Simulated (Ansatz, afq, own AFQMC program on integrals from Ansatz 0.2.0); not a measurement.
## AFQMC, coupled cluster and functionals along a coordinate of NH3 + Cl, doublet

```xyz
5

N    -1.8123   -0.0109   -0.0169
H    -2.1096    0.9570   -0.0169
H    -2.1096   -0.4132    0.8634
H    -0.7998   -0.0109   -0.0169
Cl    0.8587   -0.0109   -0.0169
```

A hydrogen atom is moved from one rigid fragment to the other; the N1–H4 distance tells how far. The two fragments are held close together, so this isn't a minimum-energy path and the start is a compressed complex. Energies in kcal/mol count from this geometry (1.012 Å) at the same level; the start stands on UHF, each point on the determinant named.

Basis cc-pVTZ. Noble-gas cores (and the filled d shells of Ga–Kr and In–Xe) are frozen. AFQMC by an in-house program on the Cholesky factors that Ansatz 0.2.0 writes for its CCSD(T) run. ph-AFQMC/CISD is guided by a CISD state made of CCSD amplitudes; releasing the constraint for a short imaginary time cuts its bias at the price of noise, slowly where states lie close. Uncertainties: one standard error, sampling alone.

```csv
r(N1–H4) / Å,det.,T1,weight,⟨S²⟩,B3LYP,MP2,CCSD(T)
1.101,UHF,0.025,0.85,0.79,-0.3,0.6,0.3
1.145,UHF,0.021,0.85,0.79,0.5,1.4,1.1
1.189,UHF,0.034,0.83,0.78,1.6,2.8,1.7
1.233,UHF,0.031,0.84,0.77,2.6,2.8,2.0
1.321,UHF,0.021,0.86,0.77,4.9,2.4,2.4
```

(1) Estimate the curve of phaseless AFQMC with a CISD trial, counted from the same start.

## Answers

(1) 
```
r(N1–H4) / Å  det.     T1  weight  ⟨S²⟩  ph-AFQMC/CISD
       1.101   UHF  0.025    0.85  0.79      0.0 ± 0.3
       1.145   UHF  0.021    0.85  0.79      1.0 ± 0.3
       1.189   UHF  0.034    0.83  0.78      1.5 ± 0.3
       1.233   UHF  0.031    0.84  0.77      1.7 ± 0.3
       1.321   UHF  0.021    0.86  0.77      2.0 ± 0.3
```

Weight is that of the determinant in the CISD state; at the start T1 is 0.030 and the weight 0.84, and ⟨S²⟩ is 0.77. Largest departures from phaseless AFQMC with a CISD trial: CCSD(T) 0.4 kcal/mol at 1.321 (on UHF) (within the noise), B3LYP 2.9 kcal/mol at 1.321, MP2 1.3 kcal/mol at 1.189 (on UHF). The walk's constraint bias lies outside its error bars, so these are departures and not errors. Functionals count only at points shown to share the start's state and spin.

A walk keeps the symmetry of its determinant, which the program's search chose and which needn't be the lowest solution, so a lower state of the same spin and another symmetry isn't excluded.
